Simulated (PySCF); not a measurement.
Isomers of C5H6O, mass 82.042 u with the commonest isotopes. Method: wB97X-D/def2-SVPD in PySCF (dipole) on a GFN2-xTB geometry, gas phase. One conformer each, none proved a minimum here; rigid rotors.

Question: Order these by dipole moment, largest first.
A. `C=C1C=COC1`
B. `[CH:1]#[C:2]/[CH:3]=[CH:4]/[CH2:5][OH:6]` with C3–C4–C5–O6 -127°, C4–C5–O6–H -53°
C. `[CH2:1]=[CH:2][C:3](=[CH2:4])[CH:5]=[O:6]` with C1–C2–C3–C4 180°, C2–C3–C5–O6 180°
D. `[CH:1]#[C:2][C:3](=[O:4])[CH2:5][CH3:6]` with C2–C3–C5–C6 180°

Answer: D (3.04 D), C (2.87 D), B (1.44 D), A (0.25 D).

Question: Order these by rotational constant C, smallest first.
A. `[CH2:1]=[CH:2][C:3](=[CH2:4])[CH:5]=[O:6]` with C1–C2–C3–C4 180°, C2–C3–C5–O6 180°
B. `C=C1C=COC1`
C. `[CH:1]#[C:2]/[CH:3]=[CH:4]/[CH2:5][OH:6]` with C3–C4–C5–O6 -127°, C4–C5–O6–H -53°
D. `[CH:1]#[C:2][C:3](=[O:4])[CH2:5][CH3:6]` with C2–C3–C5–C6 180°

Answer: C (1337 MHz), D (1836 MHz), A (1934 MHz), B (2559 MHz).

Question: Order these by rotational constant B, largest first.
A. `[CH:1]#[C:2]/[CH:3]=[CH:4]/[CH2:5][OH:6]` with C3–C4–C5–O6 -127°, C4–C5–O6–H -53°
B. `[CH2:1]=[CH:2][C:3](=[CH2:4])[CH:5]=[O:6]` with C1–C2–C3–C4 180°, C2–C3–C5–O6 180°
C. `C1(C=COC1)=C`
D. `[CH:1]#[C:2][C:3](=[O:4])[CH2:5][CH3:6]` with C2–C3–C5–C6 180°

Answer: C (3628 MHz), B (2744 MHz), D (2267 MHz), A (1382 MHz).

```json
{"SMILES": "C=C1C=COC1", "point group": "Cs", "Ia (u·Å²)": "61.37", "Ib (u·Å²)": "139.28", "Ic (u·Å²)": "197.47", "κ": "-0.62", "μa (D)": "0.16", "μb (D)": "0.20", "μc (D)": "0.00"}
{"SMILES": "C=CC(=C)C=O", "point group": "Cs", "Ia (u·Å²)": "77.06", "Ib (u·Å²)": "184.20", "Ic (u·Å²)": "261.25", "κ": "-0.65", "μa (D)": "2.71", "μb (D)": "0.94", "μc (D)": "0.00"}
{"SMILES": "C#CC(=O)CC", "point group": "Cs", "Ia (u·Å²)": "58.53", "Ib (u·Å²)": "222.91", "Ic (u·Å²)": "275.20", "κ": "-0.87", "μa (D)": "0.72", "μb (D)": "2.95", "μc (D)": "0.00"}
{"SMILES": "C#C/C=C/CO", "point group": "C1", "Ia (u·Å²)": "25.82", "Ib (u·Å²)": "365.75", "Ic (u·Å²)": "378.01", "κ": "-1.00", "μa (D)": "0.50", "μb (D)": "0.24", "μc (D)": "1.33"}
```
